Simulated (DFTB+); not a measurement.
DFTB+ input (SCC-DFTB): The folder sk holds the Slater-Koster set scc that CP2K ships.

```
Geometry = xyzFormat {
6

C      0.13024566     0.85108141    -0.45470947
O     -0.00376065    -0.00303305     0.86250643
C      0.02493219    -0.64005001    -0.38613383
H     -0.92028812     1.20080584    -0.62002850
H     -0.89689779    -1.18874982    -0.64519838
H      0.91620393    -1.25398011    -0.58976473
}
Driver = GeometryOptimization {
  Optimizer = Rational {}
  MaxSteps = 500
  OutputPrefix = "geo_end"
  Convergence { GradElem = 1e-5 }
}
Hamiltonian = DFTB {
  SCC = Yes
  SCCTolerance = 1e-8
  MaxSCCIterations = 300
  Charge = -1
  SlaterKosterFiles = Type2FileNames {
    Prefix = "sk/"
    Separator = ""
    Suffix = ".spl"
    LowerCaseTypeName = Yes
  }
  MaxAngularMomentum {
    C = "p"
    H = "s"
    O = "p"
  }
  Filling = Fermi { Temperature [K] = 0 }
}
ParserOptions { ParserVersion = 14 }
```

Output:

```
|===============================================================================
|
|
|  Copyright (C) 2006 - 2025  DFTB+ developers group
|
|===============================================================================
|
|  When publishing results obtained with DFTB+, please cite the following
|  reference:
|
|    Recent Developments in DFTB+, a Software Package for Efficient Atomistic
|    Quantum Mechanical Simulations, J. Phys. Chem. A 129, 5373−5390 (2025).
|    [https://doi.org/10.1021/acs.jpca.5c01146]
|
|  You should also cite additional publications crediting the parametrization
|  data you use. Please consult the documentation of the SK-files for the
|  references.
|
|===============================================================================

Reading input file 'dftb_in.hsd'
Parser version: 14

--------------------------------------------------------------------------------
Reading SK-files:
./sk/cc.spl
./sk/co.spl
./sk/ch.spl
./sk/oo.spl
./sk/oh.spl
./sk/hh.spl
Done.

Processed input in HSD format written to 'dftb_pin.hsd'

Starting initialization...
--------------------------------------------------------------------------------
WARNING!
-> Dipole printed for a charged system : origin dependent quantity
Mode:                        Geometry optimisation relaxation
Self consistent charges:     Yes
SCC-tolerance:                 0.100000E-07
Max. scc iterations:                    300
Shell resolved Hubbard:      No
Spin polarisation:           No
Nr. of up electrons:             9.000000
Nr. of down electrons:           9.000000
Periodic boundaries:         No
Electronic solver:           Relatively robust
Mixer:                       Broyden mixer
Mixing parameter:                  0.200000
Nr. of chrg. vec. in memory:            300
Max. SCC-cycles:                        300
Max. nr. of geometry steps:             500
Electronic temperature:              0.100000E-07 H      0.272114E-06 eV
Initial charges:             Set automatically (system chrg:  -0.100E+01)
Included shells:             C:  s, p
                             O:  s, p
                             H:  s
Extra options:
[...]
Total Energy:                       -7.7562533200 H         -211.0584 eV
Extrapolated to 0K:                 -7.7562533200 H         -211.0584 eV
Total Mermin free energy:           -7.7562533200 H         -211.0584 eV
Force related energy:               -7.7562533200 H         -211.0584 eV

>> Charges saved for restart in charges.bin

total energy  -7.7562533E+00 H       energy change -3.0706104E-10 H
gradient norm  1.7005973E-05 H/a0    max. gradient  9.8770622E-06 H/a0
step length    1.7696716E-05 a0      max. step      1.0253780E-05 a0

Geometry converged

 Fermi distribution function

Geometry optimization step: 45

********************************************************************************
 iSCC Total electronic   Diff electronic      SCC error
    4   -0.78538978E+01   -0.97699626E-14    0.51819651E-08
********************************************************************************

 Total charge:    -1.00000000

 Atomic gross charges (e)
 Atom           Charge
    1      -0.51255605
    2      -0.42309893
    3       0.13249771
    4      -0.04639065
    5      -0.07321441
    6      -0.07723766

Nr. of electrons (up):     18.00000000
Atom populations (up)
 Atom       Population
    1       4.51255605
    2       6.42309893
    3       3.86750229
    4       1.04639065
    5       1.07321441
    6       1.07723766

l-shell populations (up)
 Atom Sh.   l       Population
    1   1   0       1.51769534
    1   2   1       2.99486071
    2   1   0       1.83041651
    2   2   1       4.59268243
    3   1   0       1.18778352
    3   2   1       2.67971877
    4   1   0       1.04639065
    5   1   0       1.07321441
    6   1   0       1.07723766

Orbital populations (up)
 Atom Sh.   l   m       Population  Label
    1   1   0   0       1.51769534  s
    1   2   1  -1       0.96689415  p_y
    1   2   1   0       0.78234568  p_z
    1   2   1   1       1.24562088  p_x
    2   1   0   0       1.83041651  s
    2   2   1  -1       1.38280187  p_y
    2   2   1   0       1.26442237  p_z
    2   2   1   1       1.94545818  p_x
    3   1   0   0       1.18778352  s
    3   2   1  -1       0.90519131  p_y
    3   2   1   0       0.92861060  p_z
    3   2   1   1       0.84591686  p_x
    4   1   0   0       1.04639065  s
    5   1   0   0       1.07321441  s
    6   1   0   0       1.07723766  s

Fermi level:                         0.2346834201 H            6.3861 eV
Band energy:                        -1.9925573675 H          -54.2202 eV
TS:                                  0.0000000000 H            0.0000 eV
Band free energy (E-TS):            -1.9925573675 H          -54.2202 eV
Extrapolated E(0K):                 -1.9925573675 H          -54.2202 eV
Input / Output electrons (q):     18.0000000000     18.0000000000

Energy H0:                          -8.0313595205 H         -218.5444 eV
Energy SCC:                          0.1774616796 H            4.8290 eV
Total Electronic energy:            -7.8538978409 H         -213.7154 eV
Repulsive energy:                    0.0976445209 H            2.6570 eV
Total energy:                       -7.7562533200 H         -211.0584 eV
Extrapolated to 0:                  -7.7562533200 H         -211.0584 eV
Total Mermin free energy:           -7.7562533200 H         -211.0584 eV
Force related energy:               -7.7562533200 H         -211.0584 eV

Non-constrained calculation

SCC converged

Full geometry written in geo_end.{xyz|gen}

Warning: dipole moment is not defined absolutely!
Dipole moment:   -0.06209826   -0.75191780   -0.14115862 au
Dipole moment:   -0.15783805   -1.91118458   -0.35878944 Debye

Geometry converged
```

The dipole moment of an ion depends on the origin.

The geometry given is a B3LYP-D3(BJ)/def2-TZVP minimum.
